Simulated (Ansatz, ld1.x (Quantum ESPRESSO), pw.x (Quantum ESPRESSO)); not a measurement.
## Which Si potential is closest to all-electron in the sc crystal?

All use LDA (PW92), scalar-relativistic, no spin, cutoffs from each file’s atomic test, pw.x 7.5; 13³ k-points, Fermi–Dirac smearing 0.01 Ry. Δ is the rms difference from all-electron LAPW of the E(V) curves that follow from fits to the pressures, over ±6 % in volume. Mesh and smearing are coarse and serve the comparison alone. The files are a selection: those with a ghost or negative overlap were mostly not run, and those with noisy or unconverged pressures or nearly equal Δ are left out.

All-electron: a0 = 2.505 Å (V0 = 15.72 Å³/atom), B0 = 108.0 GPa.

(1) Rank them by Δ, smallest first.
A. ultrasoft, ld1.x (Quantum ESPRESSO) 7.5, LDA (PW92); core [Ne], reference 3s2 3p2; waves: 3s (bound): rcut 1.85, rcutus 2.15 bohr; 3s channel at -0.25 Ry: rcut 1.85, rcutus 2.15 bohr; 3p (bound): rcut 1.70, rcutus 2.05 bohr; 3p channel at 0.25 Ry: rcut 1.70, rcutus 2.05 bohr; local part: all-electron potential smoothed inside 1.95 bohr (lloc = -1); core correction: none; augmentation: built from norm-conserving waves at rcut, not smoothed further.
B. ultrasoft, ld1.x (Quantum ESPRESSO) 7.5, LDA (PW92); core [Ne], reference 3s2 3p1; waves: 3s (bound): rcut 1.25, rcutus 1.65 bohr; 3s channel at -0.15 Ry: rcut 1.25, rcutus 1.65 bohr; 3p (bound): rcut 1.40, rcutus 1.65 bohr; 3p channel at -0.05 Ry: rcut 1.40, rcutus 1.65 bohr; 3d channel at 0.2 Ry: rcut 1.10, rcutus 1.50 bohr; 3d channel at 2.7 Ry: rcut 1.10, rcutus 1.50 bohr; local part: all-electron potential smoothed inside 1.40 bohr (lloc = -1); core correction: none; augmentation: PSQ, inside the norm-conserving radii.
C. norm-conserving Troullier–Martins (Kleinman–Bylander form), ld1.x (Quantum ESPRESSO) 7.5, LDA (PW92); core [Ne], reference 3s2 3p2; waves: 3s (bound): rc 1.55 bohr; 3d channel at 0.25 Ry: rc 1.60 bohr; 3p (bound): rc 1.55 bohr; local part: the p channel; core correction: none.

## Answers

(1) C (1.8 meV/atom), B (2.9 meV/atom), A (14.0 meV/atom).
